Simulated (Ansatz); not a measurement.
**BSiHO (quintet): from Hartree-Fock to the top rungs, def2-TZVPP**

An exercise on one series of results from a longer session: the logs are not shown, and one member is left open.

Program: Ansatz 0.2.0, Gaussian basis. Level of theory: def2-TZVPP, core rule «outside noble gas», up to 7 orbitals frozen. These are calculated values, not measurements.

Plan: UHF; ROHF; CCSD(T) on UHF.

2 further runs of the same task are left out: 2 set aside as unsound or not needed.

**The geometry**

The geometry is a PBE0/def2-TZVP stationary point (not a proven minimum) of the parent state, kept for this charge and spin.

4 atoms, charge 0, spin multiplicity 5.

Atoms are counted from 1 here; the program's logs count them from 0.

Bond lengths: O1–B2 1.283 Å, O1–Si3 1.900 Å, B2–Si3 2.089 Å, B2–H4 1.185 Å. Angles: B2–O1–Si3 79.4°, O1–B2–Si3 63.4°, O1–B2–H4 146.8°, Si3–B2–H4 149.8°, O1–Si3–B2 37.1°.

The first run:

Contents of in.yaml:

```yaml
crystal:
  periodic: [false, false, false]
  atoms:
    - {symbol: O, position_ang: [0.000000, -0.676845, 0.785054]}
    - {symbol: B, position_ang: [0.000000, 0.567200, 1.099112]}
    - {symbol: Si, position_ang: [0.000000, 0.118108, -0.941049]}
    - {symbol: H, position_ang: [0.000000, 1.369113, 1.971283]}
basis:
  gaussian: {orbitals: def2-TZVPP}
magnetization: {spin_polarized: true, initial_magnetization: 4}
hamiltonian: {xc: hf}
output: {orbitals: {seedname: orbitals}}
```

Launch:

```
$ ansatz run in.yaml --threads 1 --pin off --events-out ev --progress --plain --max-ram 4096MiB --backend cpu
```

Among the steps run: UHF; ROHF; CCSD(T) on UHF.

One table of the session follows, with a row left open; its other results are not shown here.

It belongs to the step «Misses and costs». 

```
  method  from UCCSD(T) (meV)
    ROHF             +11101.9
     UHF             +10886.6
    UMP2               +988.1
   UCCSD                    ?
UCCSD(T)                    0
```

Q: Estimate the row for UCCSD from the others.

**Answer.** from UCCSD(T) (meV): +472.8. In the column «from UCCSD(T) (meV)» it lies between UCCSD(T) (0) and UMP2 (+988.1).
